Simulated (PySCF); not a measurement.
## A ladder for the ionisation energy of Ar

Ar [Ar] (1S) → Ar+ [Ne] 3s2 3p5 (2P). Scalar values calculated with PySCF 2.14 in dyall-acv3z (spin-free X2C; valence: [Ne] frozen; valence and next inner shell: 1s2 frozen). The spin-orbit shift comes from two-component X2C-1e calculations (generalised Hartree-Fock, GHF, and MP2 on its spinors, GMP2) in x2c-QZVPPall-2c: GMP2 gives 15.796 eV without and 15.734 eV with screened spin-orbit coupling, a shift of -0.063 eV (GHF: -0.063 eV). Sums use unrounded values; where a UHF row is shifted, it takes the GHF shift.

```csv
method,scalar (eV)
UHF,14.529
MP2 (valence),15.721
SCS-MP2 (valence),15.618
CCSD (valence),15.529
CCSD(T) (valence),15.587
LDA,15.971
PBE,15.686
PBE0,15.694
r2SCAN,15.737
HSE06,15.688
PBEsol,15.699
revPBE,15.624
MP2 (valence and next inner shell),15.747
SCS-MP2 (valence and next inner shell),15.640
```

Task: Form a composite estimate from CCSD(T) (valence) and the spin-orbit shift, and compare it with the reference, 15.760 eV (measured; NIST Atomic Spectra Database, ionization energies).

Result: 15.587 + (-0.063) = 15.524 eV, an error of -0.235 eV.

The errors of the correlated levels include the incompleteness of the basis and the frozen core, so a lower level can come closer by cancellation.
